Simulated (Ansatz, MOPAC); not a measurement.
Species: cyclopropene, C3H4, charge 0, multiplicity 1. SMILES: C1=CC1

Atoms: C1, C2, C3, H4, H5, H6, H7. Bonds: C1-C2, C1-C3, C1-H4, C1-H5, C2-C3, C2-H6, C3-H7.

Bond lengths (Å) and angles (degrees) optimised at PM3 with MOPAC; HF/3-21G with Ansatz (a program for electronic structure); PBE/6-31G* with Ansatz; B3LYP/6-31G* with Ansatz, each started from the B3LYP-D3(BJ)/def2-TZVP structure (Ansatz) of the last column. A row stands for all coordinates that are equal there; 7 of 10 kinds are shown. 6-31G* holds six Cartesian d functions. No wavenumbers were computed at PBE/6-31G*, so these may be saddle points.

```tsv
coordinate	PM3	HF/3-21G	PBE/6-31G*	B3LYP/6-31G*	B3LYP-D3(BJ)/def2-TZVP
C1-C2	1.484	1.523	1.513	1.509	1.505
C1-H4	1.097	1.075	1.103	1.095	1.089
C2-C3	1.314	1.282	1.306	1.295	1.287
C2-H6	1.073	1.058	1.088	1.080	1.075
C2-C1-C3	52.5	49.8	51.1	50.8	50.6
C1-C2-C3	63.7	65.1	64.4	64.6	64.7
C2-C1-H4	121.1	119.2	119.8	119.9	119.6
```

Mean signed difference of all 7 bond lengths from B3LYP-D3(BJ)/def2-TZVP: PM3 0.000 Å, HF/3-21G -0.004 Å, PBE/6-31G* 0.013 Å, B3LYP/6-31G* 0.005 Å.
